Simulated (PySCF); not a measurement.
# H2S3: levels of theory compared

Wanted: a comparison of 6 runs (B2PLYP/STO-6G, M06-2X/STO-6G, wB97X-V/STO-6G, UMP2/STO-6G, NEVPT2(2,2)/STO-6G, UCCSD(T)/STO-6G) of H2S3. Input form: a Python script.

Program for the calculation: PySCF 2.14.0.

9 further runs of the same task are left out: 6 that didn't finish, 3 set aside as unsound or not needed.

## (1) The structure to begin with

The species is H2S3 (5 atoms), meant as a singlet with charge 0. One bond was lengthened or shortened from a relaxed shape.

Bond lengths: S1–S2 2.461 Å, S2–S3 2.051 Å, S1–H4 1.338 Å, S3–H5 1.339 Å. Angles: S1–S2–S3 108.2°, S2–S1–H4 98.2°, S2–S3–H5 98.2°.

## (2) The energy at B2PLYP/STO-6G (run 1)

Input file job.py:

```python
from pyscf import gto, dft, mp

molecule = gto.M(
    atom='''
S      0.713081    -0.024488     1.911604
S      0.177730     0.953140    -0.282180
S     -0.690650    -0.503070    -1.435750
H      1.944191    -0.465958     1.628604
H     -1.965890    -0.285520    -1.090980
''',
    verbose=3,
    max_memory=1860,
    spin=0,
    basis='sto-6g',
)

calc0 = dft.RKS(molecule, xc='0.53*HF + 0.47*B88, 0.73*LYP')
calc0.conv_tol = 1e-10
calc0.grids.level = 5
calc0.kernel()
if not calc0.converged:
    calc0 = calc0.newton().run(calc0.mo_coeff, calc0.mo_occ)

pt = mp.MP2(calc0, frozen=15).run()
e_final = calc0.e_tot + 0.27 * pt.e_corr
print('PT2 part  %.8f' % (0.27 * pt.e_corr))
print('E = %.10f Eh' % e_final)
```

Started as:

```
$ OMP_NUM_THREADS=1 python job.py
```

Log:

```text
converged SCF energy = -1190.99092383897
E(RMP2) = -1191.10935408225  E_corr = -0.118430243281109
E(SCS-RMP2) = -1191.12508544727  E_corr = -0.134161608292979
PT2 part  -0.03197617
E = -1191.0229000047 Eh
```

Run time: 6 s. Hardware: 1 thread of Arm Neoverse V1, shared host; peak memory 0.24 GiB.

## (3) A single-point energy at M06-2X/STO-6G (run 2)

Input file calc.py:

```python
from pyscf import gto, dft

mol = gto.Mole()
mol.atom = [
    ('S', (0.713081, -0.024488, 1.911604)),
    ('S', (0.177730, 0.953140, -0.282180)),
    ('S', (-0.690650, -0.503070, -1.435750)),
    ('H', (1.944191, -0.465958, 1.628604)),
    ('H', (-1.965890, -0.285520, -1.090980)),
]
mol.verbose = 4
mol.basis = 'sto-6g'
mol.max_memory = 1860
mol.spin = 0
mol.build()

calc0 = dft.RKS(mol)
calc0.xc = 'm06-2x'
calc0.grids.level = 5
calc0.conv_tol = 1e-10
calc0.kernel()
if not calc0.converged:
    calc0 = calc0.newton().run(calc0.mo_coeff, calc0.mo_occ)

e_tot = calc0.e_tot
print('E(%s) = %.9f' % ('M06-2X', e_tot))
```

Started as:

```
$ OMP_NUM_THREADS=1 python calc.py
```

Log:

```text
PySCF version 2.14.0

[... 74 lines left out ...]
converged SCF energy = -1191.41556841517
E(M06-2X) = -1191.415568415
```

Run time: 7.8 s. Hardware: 1 thread of Arm Neoverse V1, shared host; peak memory 0.24 GiB.

Run 3 isn't shown in full; the table further down has it.

## (4) A single-point energy at UMP2/STO-6G (run 4)

Input file run.py:

```python
from pyscf import gto, scf, mp

system = gto.Mole()
system.atom = '''
S      1.347528    -0.046276     3.612408
S      0.335861     1.801174    -0.533243
S     -1.305139    -0.950665    -2.713174
H      3.673989    -0.880533     3.077616
H     -3.714994    -0.539555    -2.061653
'''
system.verbose = 3
system.spin = 0
system.max_memory = 1860
system.charge = 0
system.unit = 'bohr'
system.basis = 'sto-6g'
system.build()

calc0 = scf.UHF(system)
calc0.conv_tol = 1e-10
calc0.kernel()
if not calc0.converged:
    calc0 = calc0.newton().run(calc0.mo_coeff, calc0.mo_occ)
for _ in range(3):
    mo, _, stable, _ = calc0.stability(return_status=True)
    if stable:
        break
    calc0.kernel(calc0.make_rdm1(mo, calc0.mo_occ))

pt = mp.MP2(calc0, frozen=15).run()
e_tot = pt.e_tot
print('E = %.10f Eh' % e_tot)
```

Started as:

```
$ OMP_NUM_THREADS=1 python run.py
```

Log:

```text
converged SCF energy = -1189.60460016308  <S^2> = 3.5205261e-10  2S+1 = 1
<class 'pyscf.scf.uhf.UHF'> wavefunction has an internal instability
converged SCF energy = -1189.61572965142  <S^2> = 0.48884566  2S+1 = 1.7191226
<class 'pyscf.scf.uhf.UHF'> wavefunction is stable in the internal stability analysis
E(UMP2) = -1189.67737868516  E_corr = -0.0616490337442955
E(SCS-UMP2) = -1189.68601539008  E_corr = -0.0702857386564157
E = -1189.6773786852 Eh
```

Wall time 1.6 s (1 thread of Arm Neoverse V1, shared host); peak memory 0.12 GiB.

Run 5 isn't shown in full; the table further down has it.

## (5) A single-point energy at UCCSD(T)/STO-6G (run 6)

Input file calc.py:

```python
from pyscf import gto, cc

mol = gto.Mole()
mol.atom = '''
S      1.347528    -0.046276     3.612408
S      0.335861     1.801174    -0.533243
S     -1.305139    -0.950665    -2.713174
H      3.673989    -0.880533     3.077616
H     -3.714994    -0.539555    -2.061653
'''
mol.verbose = 4
mol.unit = 'bohr'
mol.max_memory = 1860
mol.basis = 'sto-6g'
mol.charge = 0
mol.build()

mf = mol.UHF()
mf.conv_tol = 1e-10
mf.kernel()
if not mf.converged:
    mf = mf.newton().run(mf.mo_coeff, mf.mo_occ)
for _ in range(3):
    mo, _, stable, _ = mf.stability(return_status=True)
    if stable:
        break
    mf.kernel(mf.make_rdm1(mo, mf.mo_occ))

mycc = cc.CCSD(mf, frozen=15)
mycc.kernel()
e_t = mycc.ccsd_t()
e_final = mycc.e_tot + e_t
print('Final energy', e_final)
```

Started as:

```
$ OMP_NUM_THREADS=1 python calc.py
```

Log:

```text
PySCF version 2.14.0

[... 97 lines left out ...]
converged SCF energy = -1189.60460016308  <S^2> = 3.5205261e-10  2S+1 = 1
[... 84 lines left out ...]
converged SCF energy = -1189.61572965142  <S^2> = 0.48884566  2S+1 = 1.7191226
[... 14 lines left out ...]
Init t2, MP2 energy = -0.0616490344877608
[... 23 lines left out ...]
UCCSD converged
[... 2 lines left out ...]
Final energy -1189.7286193035895
```

Wall time 1.8 s (1 thread of Arm Neoverse V1, shared host); peak memory 0.12 GiB.

## (6) Overview of the runs

| run | level | frozen core orbitals | nlc grid | energy (Eh) | dipole moment (D) of the reference | HOMO energy (eV) | LUMO energy (eV) | wall time |
| --- | --- | --- | --- | --- | --- | --- | --- | --- |
| 1 | B2PLYP/STO-6G | 15 | – | -1191.022900 | 0.54 | -4.96 | 2.50 | 6 s |
| 2 | M06-2X/STO-6G | – | – | -1191.415568 | 0.59 | -4.98 | 2.03 | 7.8 s |
| 3 | wB97X-V/STO-6G | – | 1 | -1191.365097 | 0.58 | -6.18 | 3.22 | 41 s |
| 4 | UMP2/STO-6G | 15 | – | -1189.677379 | 0.24 | -6.89 | 6.01 | 1.6 s |
| 5 | NEVPT2(2,2)/STO-6G | – | – | -1189.706371 | 0.40 | -6.61 | 4.90 | 1.6 s |
| 6 | UCCSD(T)/STO-6G | 15 | – | -1189.728619 | 0.24 | -6.89 | 6.01 | 1.8 s |

## (7) Results

```
                                           quantity           value
                                run 6: total energy  -1189.72862 Eh
        run 6: dipole moment (Hartree–Fock density)          0.24 D
         run 6: HOMO energy (Hartree–Fock orbitals)        -6.89 eV
         run 6: LUMO energy (Hartree–Fock orbitals)         6.01 eV
       run 6: HOMO–LUMO gap (Hartree–Fock orbitals)        12.90 eV
run 6: correlation energy (15 core orbitals frozen)      -112.9 mEh
                              run 6: (T) correction       -1.43 mEh
           run 6: ⟨S²⟩ of the reference determinant           0.489
                               run 6: T1 diagnostic           0.061
```

In words: Over runs 1, 2, 3 the dipole moment (its size) runs from 0.54 D (B2PLYP/STO-6G) to 0.59 D (M06-2X/STO-6G). A double hybrid's value is that of its SCF part. Over runs 1, 2, 3 the HOMO–LUMO gap runs from 7.01 eV (M06-2X/STO-6G) to 9.39 eV (wB97X-V/STO-6G). Totals of different functionals can't be ranked against each other. In runs 1, 2, 3, 4, 5, 6 the basis is minimal, so the values are rough. Spin contamination of the reference: run 4 ⟨S²⟩ = 0.49, run 6 ⟨S²⟩ = 0.49. All runs together took 59 s, the longest 41 s.
